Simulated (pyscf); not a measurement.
PySCF, gas phase, ωB97X-D3(BJ)/def2-SVP geometries.

Task: H₂C=S + H₂ + H₂ -> H₃C–SH + H₂
Surface: singlet. Broken: H–H, H–H. Formed: C–H, H–S, H–H. Give ΔE‡ and ΔE from ωB97M-D3(BJ)/def2-TZVP, relative to the separated reactants.

Result: ΔE‡ = 115.9 kJ/mol, ΔE = -173.3 kJ/mol. Zero-point energy shifts the barrier by +24.3 kJ/mol. It is a multi-bond step, with an imaginary mode of 1333i cm⁻¹. One saddle was located; it need not be the lowest between these sides.
